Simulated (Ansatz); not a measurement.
# C3H8O2: the cost of one run

Computed with Ansatz 0.2.0 (the levels named in each step, unless a step's input says otherwise).

## Step 1: Starting point

Bond lengths: C1–C2 1.525 Å, C2–O3 1.419 Å, C2–C4 1.534 Å, C4–O5 1.401 Å, C1–H6 1.089 Å, C1–H7 1.086 Å, C1–H8 1.088 Å, C2–H9 1.102 Å, O3–H10 0.962 Å, C4–H11 1.100 Å, C4–H12 1.092 Å, O5–H13 0.966 Å. Angles (14 of 20 angles, heavy atoms first): C1–C2–O3 111.8°, C1–C2–C4 111.4°, O3–C2–C4 105.9°, C2–C4–O5 111.7°, C1–C2–H9 109.8°, O3–C2–H9 109.2°, C4–C2–H9 108.6°, C2–C1–H6 110.5°, C2–C1–H7 110.2°, C2–C1–H8 109.9°, C2–O3–H10 108.8°, C2–C4–H11 108.5°, C2–C4–H12 110.1°, O5–C4–H11 110.6°.

Structure file:

```xyz
13

C    -1.6161    1.0172    0.2699
C    -0.1814    0.5006    0.2850
O     0.5675    0.9951   -0.8143
C    -0.1354   -1.0287    0.1725
O     1.1796   -1.5119    0.2050
H    -1.6317    2.1031    0.3463
H    -2.1715    0.6035    1.1062
H    -2.1049    0.7266   -0.6572
H     0.3125    0.7992    1.2238
H     0.5085    1.9557   -0.8235
H    -0.6343   -1.3249   -0.7617
H    -0.6576   -1.4834    1.0163
H     1.6803   -1.0046   -0.4465
```

## Step 2: A rough first relaxation, PBE-D4/def2-SVP

This run stands in another session on the same molecule. It ended at:

```xyz
13

C    -1.6409    1.0118    0.2578
C    -0.2106    0.4851    0.2750
O     0.5437    0.9519   -0.8539
C    -0.1228   -1.0399    0.1838
O     1.2166   -1.4712    0.1448
H    -1.6590    2.1197    0.3128
H    -2.2226    0.6259    1.1205
H    -2.1531    0.7087   -0.6778
H     0.2979    0.7906    1.2228
H     0.7378    1.8961   -0.7163
H    -0.7025   -1.3667   -0.7190
H    -0.6091   -1.4985    1.0705
H     1.6401   -0.8663   -0.4992
```

## Step 3: Relaxation, PBE0-D4/def2-TZVPP

This run stands in another session on the same molecule. It ended at:

```xyz
13

C    -1.6296    1.0023    0.2667
C    -0.2042    0.4936    0.2743
O     0.5345    0.9741   -0.8440
C    -0.1338   -1.0152    0.1731
O     1.1913   -1.4789    0.1771
H    -1.6567    2.0930    0.3208
H    -2.1859    0.6140    1.1229
H    -2.1384    0.6948   -0.6490
H     0.3008    0.7948    1.2019
H     0.6775    1.9157   -0.7443
H    -0.6641   -1.3287   -0.7382
H    -0.6398   -1.4663    1.0291
H     1.6638   -0.9459   -0.4684
```

## Step 4: Frequencies, PBE0-D4/def2-TZVPP

Contents of input.yaml:

```yaml
crystal:
  periodic: [false, false, false]
  atoms:
    - { symbol: C, position_ang: [-1.62955827, 1.0023243, 0.26674285] }
    - { symbol: C, position_ang: [-0.2042076, 0.4935897, 0.27425088] }
    - { symbol: O, position_ang: [0.53454621, 0.97409191, -0.84398287] }
    - { symbol: C, position_ang: [-0.13383806, -1.01519586, 0.17310155] }
    - { symbol: O, position_ang: [1.19132358, -1.4788999, 0.17710611] }
    - { symbol: H, position_ang: [-1.65672252, 2.09299075, 0.32077271] }
    - { symbol: H, position_ang: [-2.18591715, 0.61402823, 1.12286408] }
    - { symbol: H, position_ang: [-2.13840027, 0.69479917, -0.64898573] }
    - { symbol: H, position_ang: [0.30082949, 0.79483878, 1.20185116] }
    - { symbol: H, position_ang: [0.67750959, 1.91570114, -0.74432011] }
    - { symbol: H, position_ang: [-0.66413174, -1.32866646, -0.73819296] }
    - { symbol: H, position_ang: [-0.63976535, -1.46626315, 1.02906869] }
    - { symbol: H, position_ang: [1.66377207, -0.94594861, -0.46844634] }
basis:
  gaussian: { orbitals: def2-TZVPP }
hamiltonian:
  xc: pbe0
  dispersion: d4
phonons: {}
```

Started as:

```console
ansatz run input.yaml --threads 4 --pin off --max-ram 10240MiB --backend cpu --events-out ev --progress --plain --runs-dir out
```

Q: Estimate wall time and peak memory on 4 threads of AMD EPYC 9R45 (Zen 5), shared host.

About 95 s, with a peak of 0.78 GiB.
